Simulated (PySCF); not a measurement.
Geometries of 2 isomers of C2H3FO, from PBE0-D3(BJ)/def2-SVP geometry optimisation, gas phase (PySCF). One conformer each, no zero-point energy, no frequencies.

**Question.** Which is lower in electronic energy at this level?
A.
```xyz
7
angstrom
F     -1.370    1.101    0.053
C     -0.649   -0.034    0.045
C      0.804    0.047    0.016
O      0.060   -0.300    1.186
H     -1.223   -0.860   -0.396
H      1.408   -0.757   -0.423
H      1.264    1.042    0.037
```
B.
```xyz
7
angstrom
C     -0.639   -0.071   -0.121
C      0.836   -0.039    0.104
O      1.640   -0.866   -0.154
F      1.207    1.126    0.663
H     -1.168    0.208    0.800
H     -0.944   -1.068   -0.458
H     -0.900    0.676   -0.886
```

**Answer.** B. That is acetyl fluoride, `CC(=O)F`, 40.0 kcal/mol below the other.

```csv
SMILES,atoms numbered as above,E (Eh),relative (kcal/mol),relative (kJ/mol),dipole (D)
CC(=O)F,[CH3:1][C:2](=[O:3])[F:4],-252.64191,0.0,0.0,2.84
F[C@H]1CO1,[F:1][C@H:2]1[CH2:3][O:4]1,-252.57813,40.0,167.4,2.13
```

As drawn, the lower has a C=O bond, which the higher lacks; the higher has a three-membered ring, which the lower lacks.
